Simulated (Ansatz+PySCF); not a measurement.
Two shapes of singlet CH₂O₂.

Shape 1:

```xyz
5

C     0.0000   -0.4063   -0.0945
O     0.0000   -0.3624    1.1006
O     0.0000    0.6540   -0.9005
H     0.0000   -1.3371   -0.7000
H     0.0000    1.4426   -0.3332
```

Shape 2:

```xyz
5

C     0.0000   -0.4388   -0.1021
O     0.0000   -0.3914    1.1886
O     0.0000    0.7063   -0.9726
H     0.0000   -1.4441   -0.7560
H     0.0000    1.5580   -0.3598
```

Basis set: def2-SVP (spherical functions). Frozen core: 3 orbitals. Charge 0, multiplicity 1.

Computed with Ansatz (development build ahead of 0.2.0); each method stands on the lowest determinant of its kind that the runs found.

(1) Which shape is lower in energy, and by how much in each method?

Answers

(1)

```json
{"method": "RHF", "E(2) − E(1) (eV)": "1.349"}
{"method": "RHF-MP2", "E(2) − E(1) (eV)": "0.773"}
{"method": "UHF-MP2", "E(2) − E(1) (eV)": "0.773"}
{"method": "UHF-CCSD", "E(2) − E(1) (eV)": "0.848"}
{"method": "RHF-CCSD(T)", "E(2) − E(1) (eV)": "0.755"}
```

Shape 1 is lower.
